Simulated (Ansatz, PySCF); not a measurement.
This Ansatz (an electronic-structure program) input computes a B3LYP/def2-TZVPD energy:

Ansatz 0.2 input:
```yaml
crystal:
  periodic: [false, false, false]
  atoms:
    - {symbol: C, position_ang: [-0.00517534, -0.10696577, 0.84074838]}
    - {symbol: C, position_ang: [-0.01360476, -0.69854769, -0.52112947]}
    - {symbol: C, position_ang: [0.01459619, 0.56938060, -0.61931483]}
    - {symbol: H, position_ang: [0.91046776, -0.08734705, 1.42564298]}
    - {symbol: H, position_ang: [-0.92297864, -0.04704489, 1.41948447]}
    - {symbol: H, position_ang: [0.03761437, 1.55118910, -1.04695191]}
basis:
  gaussian:
    orbitals: def2-TZVPD
hamiltonian:
  xc: {name: B3LYP}
magnetization: {spin_polarized: true, initial_magnetization: 1}
output: {forces: true}
```

Write an input for the same energy in PySCF and say what it gives.


```python
from pyscf import gto, scf, dft

mol = gto.M(
    atom='''
    C    -0.00517534   -0.10696577    0.84074838
    C    -0.01360476   -0.69854769   -0.52112947
    C     0.01459619    0.56938060   -0.61931483
    H     0.91046776   -0.08734705    1.42564298
    H    -0.92297864   -0.04704489    1.41948447
    H     0.03761437    1.55118910   -1.04695191
    ''',
    basis='def2-tzvpd',
    charge=0,
    spin=1,
    verbose=4,
)

mf = dft.UKS(mol, xc='b3lyp').density_fit(auxbasis='def2-universal-jkfit')
mf.grids.level = 3
mf.conv_tol = 1e-9
mf.max_cycle = 100
mf.max_memory = 1500
mf.kernel()
if not mf.converged:
    mf = mf.newton()
    mf.kernel(mf.make_rdm1())
for _ in range(2):
    mo, _, stable, _ = mf.stability(return_status=True)
    if stable:
        break
    mf.kernel(mf.make_rdm1(mo, mf.mo_occ))
mf.analyze()
```
It gives -115.98394 Eh, and Ansatz -115.98390 Eh, a difference of 0.04 mEh, from the treatment of integrals and grids.

It need not be the lowest isomer of its formula.
